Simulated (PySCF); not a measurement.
PySCF input (HF/def2-TZVPD):

```python
from pyscf import gto, scf, dft

mol = gto.M(
    atom='''
    O     0.67531939    0.08570826    1.21578690
    C     0.06089834    0.12797473    0.10750752
    C    -0.32763936    1.24106744   -0.61255944
    C    -0.29036899   -1.24656785   -0.50134071
    H    -0.90767409   -1.80678104    0.20937975
    H    -0.85220183    1.15134108   -1.55652673
    H    -0.11097141    2.23680331   -0.23962904
    H     0.63084779   -1.82189023   -0.64414044
    H    -0.81989546   -1.17998507   -1.45702293
    ''',
    basis='def2-tzvpd',
    charge=-1,
    spin=0,
    verbose=4,
)

mf = scf.RHF(mol).density_fit(auxbasis='def2-universal-jkfit')
mf.conv_tol = 1e-9
mf.max_cycle = 100
mf.max_memory = 1500
mf.kernel()
if not mf.converged:
    mf = mf.newton()
    mf.kernel(mf.make_rdm1())
mf.analyze()
```

Output:

```
PySCF version 2.14.0

[INPUT] verbose = 4
[INPUT] num. atoms = 9
[INPUT] num. electrons = 32
[INPUT] charge = -1
[INPUT] spin (= nelec alpha-beta = 2S) = 0
[INPUT] symmetry False subgroup None
[INPUT] Mole.unit = angstrom
[INPUT] Symbol           X                Y                Z      unit          X                Y                Z       unit  Magmom
[INPUT]  1 O      0.675319390000   0.085708260000   1.215786900000 AA    1.276168693708   0.161965138013   2.297504266834 Bohr   0.0
[INPUT]  2 C      0.060898340000   0.127974730000   0.107507520000 AA    0.115081184041   0.241837190565   0.203159769131 Bohr   0.0
[INPUT]  3 C     -0.327639360000   1.241067440000  -0.612559440000 AA   -0.619148658028   2.345277563715  -1.157569576617 Bohr   0.0
[INPUT]  4 C     -0.290368990000  -1.246567850000  -0.501340710000 AA   -0.548717866167  -2.355671832188  -0.947396636995 Bohr   0.0
[INPUT]  5 H     -0.907674090000  -1.806781040000   0.209379750000 AA   -1.715255440464  -3.414321332657   0.395670383530 Bohr   0.0
[INPUT]  6 H     -0.852201830000   1.151341080000  -1.556526730000 AA   -1.610428061553   2.175719317161  -2.941409225265 Bohr   0.0
[INPUT]  7 H     -0.110971410000   2.236803310000  -0.239629040000 AA   -0.209705572557   4.226945650421  -0.452833257092 Bohr   0.0
[INPUT]  8 H      0.630847790000  -1.821890230000  -0.644140440000 AA    1.192129549387  -3.442873563721  -1.217249017357 Bohr   0.0
[INPUT]  9 H     -0.819895460000  -1.179985070000  -1.457022930000 AA   -1.549377870174  -2.229848613376  -2.753374294911 Bohr   0.0

nuclear repulsion = 111.696154929724
number of shells = 78
number of NR pGTOs = 266
number of NR cGTOs = 196
basis = def2-tzvpd
ecp = {}

******** <class 'pyscf.df.df_jk.DFRHF'> ********
method = DFRHF
initial guess = minao
damping factor = 0
level_shift factor = 0
DIIS = <class 'pyscf.scf.diis.CDIIS'>
diis_start_cycle = 1
diis_space = 8
diis_damp = 0
SCF conv_tol = 1e-09
SCF conv_tol_grad = None
SCF max_cycles = 100
direct_scf = False
Set gradient conv threshold to 3.16228e-05
Initial guess from minao.
******** <class 'pyscf.df.df.DF'> ********
auxbasis = def2-universal-jkfit
init E= -191.842301313008
  HOMO = -0.205213992161632  LUMO = 0.0541614100852428  gap/eV = 7.05796
cycle= 1 E= -191.293203517197  delta_E= 0.549  |g|= 0.738  |ddm|= 2.26
  HOMO = -0.00104164741905462  LUMO = 0.197077264585204  gap/eV = 5.39109
cycle= 2 E= -191.358012508727  delta_E= -0.0648  |g|= 0.598  |ddm|= 1.38
  HOMO = -0.0733895656990491  LUMO = 0.204955726024227  gap/eV = 7.57416
cycle= 3 E= -191.421313774476  delta_E= -0.0633  |g|= 0.0665  |ddm|= 0.526
  HOMO = -0.086360102447113  LUMO = 0.206601367833422  gap/eV = 7.97189
cycle= 4 E= -191.422987788765  delta_E= -0.00167  |g|= 0.0222  |ddm|= 0.165
  HOMO = -0.0807974467728805  LUMO = 0.206586569175116  gap/eV = 7.82012
cycle= 5 E= -191.423184872242  delta_E= -0.000197  |g|= 0.00639  |ddm|= 0.0604
  HOMO = -0.0808948966291894  LUMO = 0.20642617735198  gap/eV = 7.81840
cycle= 6 E= -191.423223670022  delta_E= -3.88e-05  |g|= 0.00296  |ddm|= 0.03
  HOMO = -0.08058687417304  LUMO = 0.206377863422197  gap/eV = 7.80871
cycle= 7 E= -191.423232816559  delta_E= -9.15e-06  |g|= 0.00106  |ddm|= 0.0187
  HOMO = -0.0804189501932235  LUMO = 0.2063858154433  gap/eV = 7.80436
[...]
cycle= 11 E= -191.423233962739  delta_E= -8.24e-10  |g|= 1.43e-05  |ddm|= 0.000164
  HOMO = -0.0804385449063645  LUMO = 0.206378674276507  gap/eV = 7.80469
Extra cycle  E= -191.42323396281  delta_E= -7.09e-11  |g|= 6.92e-06  |ddm|= 4.04e-05
converged SCF energy = -191.42323396281
**** SCF Summaries ****
Total Energy =                        -191.423233962809945
Nuclear Repulsion Energy =             111.696154929723534
One-electron Energy =                 -488.531286170403064
Two-electron Energy =                  185.411897277869599
Two-electron Coulomb Energy =          211.175528014283231
DFT Exchange-Correlation Energy =      -25.763630736413631
HOMO-LUMO gap [eV] =                     7.804694068368068
**** MO energy ****
MO #1   energy= -20.2651911080779  occ= 2
MO #2   energy= -11.0805240992375  occ= 2
MO #3   energy= -11.039760313579   occ= 2
MO #4   energy= -10.9731301020944  occ= 2
MO #5   energy= -1.09441412043785  occ= 2
MO #6   energy= -0.811566818049204 occ= 2
MO #7   energy= -0.722762824641169 occ= 2
MO #8   energy= -0.500885454279718 occ= 2
MO #9   energy= -0.4088031228112   occ= 2
MO #10  energy= -0.401719585934288 occ= 2
MO #11  energy= -0.394243728976403 occ= 2
MO #12  energy= -0.338747379534222 occ= 2
MO #13  energy= -0.300998103200637 occ= 2
MO #14  energy= -0.26999815259186  occ= 2
MO #15  energy= -0.170563129014919 occ= 2
MO #16  energy= -0.0804385449063645 occ= 2
MO #17  energy= 0.206378674276507  occ= 0
MO #18  energy= 0.225772166668278  occ= 0
MO #19  energy= 0.227565048188066  occ= 0
MO #20  energy= 0.262154876060385  occ= 0
MO #21  energy= 0.278123335027964  occ= 0
MO #22  energy= 0.280114789850727  occ= 0
MO #23  energy= 0.289780571124228  occ= 0
MO #24  energy= 0.317137629794662  occ= 0
MO #25  energy= 0.335233745035564  occ= 0
MO #26  energy= 0.350556667401917  occ= 0
MO #27  energy= 0.352197794496481  occ= 0
MO #28  energy= 0.373401183731661  occ= 0
MO #29  energy= 0.373629062431679  occ= 0
MO #30  energy= 0.412369593152398  occ= 0
MO #31  energy= 0.417866311065553  occ= 0
MO #32  energy= 0.436361413091301  occ= 0
MO #33  energy= 0.457360318723739  occ= 0
MO #34  energy= 0.460537880890189  occ= 0
MO #35  energy= 0.461985180000856  occ= 0
MO #36  energy= 0.480140871957593  occ= 0
MO #37  energy= 0.489083481556577  occ= 0
MO #38  energy= 0.509072667682648  occ= 0
MO #39  energy= 0.519604695461574  occ= 0
MO #40  energy= 0.526785906495561  occ= 0
MO #41  energy= 0.537430424854627  occ= 0
MO #42  energy= 0.542784480167499  occ= 0
MO #43  energy= 0.561677226072632  occ= 0
MO #44  energy= 0.571003322804122  occ= 0
MO #45  energy= 0.584173825382793  occ= 0
MO #46  energy= 0.586684173494895  occ= 0
MO #47  energy= 0.593425740485267  occ= 0
MO #48  energy= 0.614313314337559  occ= 0
MO #49  energy= 0.620902992327942  occ= 0
MO #50  energy= 0.622152684760987  occ= 0
MO #51  energy= 0.646584557181912  occ= 0
MO #52  energy= 0.648324024057048  occ= 0
MO #53  energy= 0.650184798427791  occ= 0
MO #54  energy= 0.661364497484051  occ= 0
MO #55  energy= 0.669681562066466  occ= 0
MO #56  energy= 0.683699950827368  occ= 0
MO #57  energy= 0.695850061156252  occ= 0
MO #58  energy= 0.725038395699221  occ= 0
MO #59  energy= 0.732082315723508  occ= 0
MO #60  energy= 0.75553751296485   occ= 0
MO #61  energy= 0.777812148344991  occ= 0
MO #62  energy= 0.787593809221285  occ= 0
MO #63  energy= 0.807647947461843  occ= 0
MO #64  energy= 0.826753390498216  occ= 0
MO #65  energy= 0.848215333327257  occ= 0
MO #66  energy= 0.884344150373332  occ= 0
MO #67  energy= 0.886682466865887  occ= 0
MO #68  energy= 0.901308408504337  occ= 0
MO #69  energy= 0.912577971148265  occ= 0
MO #70  energy= 0.91287125356823   occ= 0
MO #71  energy= 0.955735591144523  occ= 0
MO #72  energy= 0.955811843895071  occ= 0
MO #73  energy= 0.973137505540482  occ= 0
MO #74  energy= 1.00476543016691   occ= 0
MO #75  energy= 1.01855065856875   occ= 0
MO #76  energy= 1.0240041466155    occ= 0
MO #77  energy= 1.03852080139438   occ= 0
MO #78  energy= 1.04381656665165   occ= 0
MO #79  energy= 1.07720006293506   occ= 0
MO #80  energy= 1.09314833510106   occ= 0
MO #81  energy= 1.11799496210844   occ= 0
MO #82  energy= 1.14412842249394   occ= 0
MO #83  energy= 1.16647995471087   occ= 0
MO #84  energy= 1.21439739034213   occ= 0
MO #85  energy= 1.23464948824885   occ= 0
MO #86  energy= 1.24412711023937   occ= 0
MO #87  energy= 1.27989463732655   occ= 0
MO #88  energy= 1.34189609428217   occ= 0
MO #89  energy= 1.35806815973977   occ= 0
MO #90  energy= 1.38891035177358   occ= 0
MO #91  energy= 1.39057764718112   occ= 0
MO #92  energy= 1.48878495453262   occ= 0
MO #93  energy= 1.50196424813656   occ= 0
MO #94  energy= 1.55827313755199   occ= 0
MO #95  energy= 1.605294437478     occ= 0
MO #96  energy= 1.62306062056526   occ= 0
MO #97  energy= 1.64198102738087   occ= 0
MO #98  energy= 1.66974070277584   occ= 0
MO #99  energy= 1.72074003825001   occ= 0
MO #100 energy= 1.74892337507174   occ= 0
MO #101 energy= 1.83150488040666   occ= 0
MO #102 energy= 1.90153987230324   occ= 0
MO #103 energy= 1.98692783055435   occ= 0
MO #104 energy= 2.05837081594485   occ= 0
MO #105 energy= 2.10834399183385   occ= 0
MO #106 energy= 2.17663732051949   occ= 0
MO #107 energy= 2.21461266103715   occ= 0
[...]
```

It need not be the lowest isomer of its formula. Whether it binds its extra electron was not tested at this geometry.
